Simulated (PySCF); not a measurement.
**Shieldings and the share of exact exchange**

Molecule: `C=CC(F)C=C`, C5H7F.

Geometry:
```csv
atom,x (Å),y (Å),z (Å)
C1,2.236,-0.082,-0.219
C2,1.192,0.390,0.458
C3,-0.094,-0.363,0.648
F4,-0.022,-1.594,0.045
C5,-1.270,0.410,0.124
C6,-2.088,-0.029,-0.828
H7,3.147,0.510,-0.331
H8,2.204,-1.072,-0.680
H9,1.223,1.383,0.920
H10,-0.242,-0.537,1.733
H11,-1.420,1.394,0.583
H12,-2.927,0.577,-1.177
H13,-1.938,-1.011,-1.285
```

GIAO shieldings (ppm, equivalent atoms averaged) in PySCF 2.14 on the PBE0-D3(BJ)/def2-SVP geometry, basis pcSseg-1, gas phase, non-relativistic:

| functional | exact exchange (%) | σ(C3) | σ(F4) |
| --- | --- | --- | --- |
| BLYP | 0 | 77.4 | 390.7 |
| BP86 | 0 | 82.5 | 393.2 |
| PBE | 0 | 82.9 | 392.1 |
| B3LYP | 20 | 84.6 | 404.0 |
| PBE0 | 25 | 91.4 | 407.9 |
| mPW1PW91 | 25 | 90.7 | 408.0 |
| HF | 100 | 109.4 | 439.1 |

Q: Fit each shielding as a line in the percentage of exact exchange.

A: σ(C3) = 81.5 + 0.29 x (rms 2.4 ppm); σ(F4) = 393.6 + 0.47 x (rms 2.0 ppm). The functionals also differ in their semilocal parts, which the line can't hold; Hartree–Fock has no correlation at all.

Q: What does the line predict for BHandHLYP (50 %), and what does the run give?

A: σ(C3): 96.0 predicted, 94.2 computed; σ(F4): 417.1 predicted, 419.7 computed ppm.
